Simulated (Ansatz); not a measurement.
`O=CC(O)S`, charge 0, multiplicity 1.

(1) Give a relaxed structure at PBE0-D4/def2-TZVP (Ansatz). (Estimate.)

Answers

(1) The calculation gave: 
Z-matrix (Å, degrees):
```
C
C 1 1.506
S 1 1.839 2 104.2
O 1 1.372 2 111.7 3 -125.7
H 1 1.095 2 110.7 3 110.0
O 2 1.203 1 120.7 3 111.9
H 2 1.103 1 116.6 3 -65.2
H 3 1.344 1 95.7 2 -56.4
H 4 0.971 1 105.9 2 16.4
```
This is one stationary point; other conformers may exist.
